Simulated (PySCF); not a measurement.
**CN⁺: everyday levels beside a composite calculation**

PySCF; the state is a triplet (σ ↑, π ↑). The composite is CCSD(T) extrapolated to the basis-set limit from two correlation-consistent sets, with core-valence (CV) and scalar-relativistic (SR) terms as its label shows; it has no spin–orbit coupling and nothing beyond (T). Here it is CCSD(T)/CBS(TQ)+CV+SR. It gives Re = 1.239 Å, ωe = 1730 cm⁻¹ and De = 4.97 eV to C⁺ + N.

| level | basis | relativity | Re (Å) | ωe (cm⁻¹) | De (eV) |
| --- | --- | --- | --- | --- | --- |
| ROHF | def2-TZVPPD | no relativity | 1.183 | 2171 | 2.20 |
| ROHF-SCS-MP2 | def2-SVP | no relativity | 1.243 | 1743 | 4.49 |
| ROHF-SCS-MP2 | def2-TZVPPD | no relativity | 1.243 | 1633 | 4.71 |
| PBE | STO-3G | no relativity | 1.361 | 1490 | 5.47 |
| PBE | def2-SVP | no relativity | 1.251 | 1767 | 6.18 |
| r²SCAN | STO-3G | no relativity | 1.343 | 1568 | 4.62 |
| M06-L | def2-TZVPPD | no relativity | 1.226 | 1837 | 5.59 |
| PBE0 | STO-3G | no relativity | 1.336 | 1598 | 4.39 |
| B97-3 | def2-SVP | no relativity | 1.229 | 1875 | 5.23 |
| MN15 | def2-TZVPPD | no relativity | 1.225 | 1857 | 5.11 |

Problem. Give the difference of each row from the composite.

Solution. 

```tsv
level	basis	ΔRe (pm)	Δωe (%)	ΔDe (eV)
ROHF	def2-TZVPPD	-5.6	+25.5	-2.77
ROHF-SCS-MP2	def2-SVP	+0.4	+0.8	-0.48
ROHF-SCS-MP2	def2-TZVPPD	+0.4	-5.6	-0.26
PBE	STO-3G	+12.2	-13.9	+0.50
PBE	def2-SVP	+1.2	+2.1	+1.21
r²SCAN	STO-3G	+10.4	-9.4	-0.35
M06-L	def2-TZVPPD	-1.3	+6.2	+0.62
PBE0	STO-3G	+9.7	-7.6	-0.58
B97-3	def2-SVP	-1.0	+8.4	+0.26
MN15	def2-TZVPPD	-1.4	+7.3	+0.14
```

Problem. Which rows come closest in De?

Solution. MN15 in def2-TZVPPD (+0.14 eV), counted from the composite.

Correlated steps freeze 2 core orbitals. Correlated levels converge slowly with the basis: in double zeta they bind strong bonds too weakly, by up to about 1 eV, and carry superposition errors of some tenths. For an ion De counts to the pair picked by the measured ionisation energies or electron affinities, which need not be the lowest pair at this level. The CCSD T1 diagnostic is raised in CN⁺, a sign that a single reference may not be enough there. STO-3G is very small, so such numbers show the basis as much as the molecule. The state was picked by a PBE0 search and need not be the measured ground state.
